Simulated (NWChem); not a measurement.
Species: Al, doublet

Results from NWChem. Pople sets run with spherical d functions. Spin-unrestricted. The open p shell is one determinant without spherical averaging. No stability test was run on the SCF state. B3LYP is NWChem's, with the RPA form of VWN correlation.

**Question.** Taking B3LYP/6-311++G** as the yardstick, which of these has the fewest basis functions while keeping “highest occupied level (eV)” within 0.05 eV of it: B3LYP/6-31G*; B3LYP/6-311G**; B3LYP/6-31+G*; B3LYP/3-21G?

**Answer.** B3LYP/6-31G*.
| level | basis functions | highest occupied level (eV) |
|---|---|---|
| B3LYP/3-21G | 13 | -3.55 |
| B3LYP/6-31G* | 18 | -3.58 |
| B3LYP/6-31+G* | 22 | -3.62 |
| B3LYP/6-311G** | 26 | -3.60 |
| B3LYP/6-311++G** | 30 | -3.61 |

The yardstick is one finite set, not the basis-set limit.
